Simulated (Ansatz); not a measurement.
# CH₃BO: ionisation energy by level of theory

Aim: the vertical ionisation energy of CH₃BO, as cation minus neutral at the neutral's geometry, on several levels, and how well −ε(HOMO) stands in for it.

Method: unrestricted cation, the program's frozen cores in correlated methods; program: Ansatz 0.2.0, Gaussian basis.

Levels to be run: UKS PBE-D4/def2-TZVPP; UKS r2SCAN-D4/def2-TZVPP; UKS PBE0-D4/def2-TZVPP; UKS B3LYP-D4/def2-TZVPP; UKS wB97X-V/def2-TZVPP; UKS wB97M-V/def2-TZVPP; UKS B2PLYP/def2-TZVPP; UHF-CCSD(T)/def2-TZVPP; UHF-MP2/def2-QZVPP; extrapolation to the limit; then −ε(HOMO) from the neutral's earlier runs with LDA (SPW92), PBE-D4, revPBE-D4, BLYP-D4, r2SCAN-D4, B97M-V, PBE0-D4, B3LYP-D4, r2SCANh-D4, r2SCAN0-D4, HSE06-D4, BHLYP-D4, CAM-B3LYP-D4, LC-ωPBE, ωB97X-V, ωB97M-V.

### Step 1. Structure used throughout

An earlier PBE0-D4 in a triple-zeta def2 set relaxation fixed the geometry.

6 atoms, charge 0, spin multiplicity 1.

Atoms are counted from 1 here; the program's logs count them from 0.

Bond lengths: B1–C2 1.538 Å, B1–H4 1.192 Å, B1–H5 1.192 Å, C2–O3 1.221 Å, C2–H6 1.103 Å. Angles: C2–B1–H4 118.5°, C2–B1–H5 118.5°, H4–B1–H5 122.4°, B1–C2–O3 96.8°, B1–C2–H6 141.2°, O3–C2–H6 122.0°.

### Step 2. Cation, UKS PBE-D4/def2-TZVPP

in.yaml reads:

```yaml
crystal:
  periodic: [false, false, false]
  atoms:
    - {symbol: B, position_ang: [-0.462827, 0.045822, -0.596545]}
    - {symbol: C, position_ang: [0.395503, -0.275138, 0.638310]}
    - {symbol: O, position_ang: [1.043814, 0.759915, 0.637263]}
    - {symbol: H, position_ang: [-0.027435, -0.215556, -1.675031]}
    - {symbol: H, position_ang: [-1.459290, 0.682633, -0.446357]}
    - {symbol: H, position_ang: [0.552234, -1.061776, 1.396161]}
basis:
  gaussian: {orbitals: def2-TZVPP}
total_charge: 1
magnetization: {spin_polarized: true, initial_magnetization: 1}
hamiltonian: {xc: pbe, dispersion: d4}
```

Run with:

```console
$ ansatz run in.yaml --threads 2 --pin off --events-out ev --progress --plain --max-ram 4352MiB
```

After this run come: Cation, UKS r2SCAN-D4/def2-TZVPP; Cation, UKS PBE0-D4/def2-TZVPP; Cation, UKS B3LYP-D4/def2-TZVPP; Cation, UKS wB97X-V/def2-TZVPP; Cation, UKS wB97M-V/def2-TZVPP; Cation, UKS B2PLYP (frozen core)/def2-TZVPP; Cation, UHF-CCSD(T)/def2-TZVPP; Cation, UHF-MP2/def2-QZVPP.

Before running them: what should the planned runs give, taken together? Wanted: ionisation energy, CCSD(T)/CBS; nearest functional by difference; nearest −ε(HOMO); −ε(HOMO) of PBE; T1 of the cation.

The runs gave:

| quantity | value |
| --- | --- |
| ionisation energy, CCSD(T)/CBS | 10.54 eV |
| nearest functional by difference | B2PLYP (-0.13 eV) |
| nearest −ε(HOMO) | LC-ωPBE (-0.00 eV) |
| −ε(HOMO) of PBE | 6.42 eV |
| T1 of the cation | 0.040 |

Energy differences with functionals land within 0.33 eV of the reference. The PBE orbital energy is 4.1 eV too small: a semilocal HOMO is no ionisation energy. Among orbital estimates LC-ωPBE comes nearest. Hartree-Fock falls 1.55 eV short, as the neutral has more correlation energy than the cation. The cation's T1 (from the report) is 0.040, near the customary mark of 0.045 for open shells, so the coupled-cluster value is less safe. The cation may have settled in a state other than its lowest; no search over hole states beyond the program's own was made.
